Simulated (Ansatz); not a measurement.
Born–Oppenheimer molecular dynamics of AlH6N (8 atoms, charge 0, multiplicity 1). It starts at the highest image of a converged band. Of that band: Neighbouring images differ by up to 1.4 eV, so the band resolves the path poorly. A vibrational analysis at the climbing image gives one clearly imaginary mode, 1258i cm⁻¹: a first-order saddle point.

Computed with RKS B3LYP-D4/cc-pVDZ (Ansatz).

```
ensemble                      : NVE (velocity Verlet)
time step                     : 0.5 fs
steps asked                   : 200
starting velocities drawn for : 300 K
seed                          : 4063
```

First frame:

```xyz
8
Properties=species:S:1:pos:R:3
Al 0.024 -0.347 -0.067
H -0.248 0.063 1.722
H 1.416 0.289 -0.486
H -1.359 -0.105 -0.810
N 0.158 -2.051 0.833
H -0.574 -2.760 0.775
H 1.057 -2.510 0.983
H -0.106 -0.926 1.671
```

**Question.** How far do the bonds stretch over the last three quarters of this one trajectory? (Pairs bonded in most of those frames.)

**Answer.** 
| bond | mean (Å) | spread (Å) | shortest | longest |
| --- | --- | --- | --- | --- |
| Al1–H3 | 1.590 | 0.006 | 1.58 | 1.60 |
| Al1–H4 | 1.590 | 0.010 | 1.57 | 1.61 |
| Al1–N5 | 1.797 | 0.057 | 1.71 | 1.89 |
| H2–H8 | 0.769 | 0.042 | 0.71 | 0.83 |
| N5–H6 | 1.022 | 0.009 | 1.01 | 1.04 |
| N5–H7 | 1.019 | 0.011 | 1.00 | 1.04 |

Mean temperature of the second half: 1019 K. The conserved energy stayed within 0.2 meV per atom of its start (net change 0.11 meV per atom), so the integration is sound. The kinetic energy rose, since the run started high on the potential surface and went downhill. It ends in pieces (AlH4N + H2), so much of that is their flight and rotation, not heat. A run of 0.1 ps of so small a system gives no equilibrium averages. The orbitals stay closed-shell, which can raise the energy where a bond breaks towards radicals; this wasn't checked here.

The run took 5.3 min on 1 thread of Arm Neoverse V1, with other jobs on the host, peak memory 0.11 GiB.
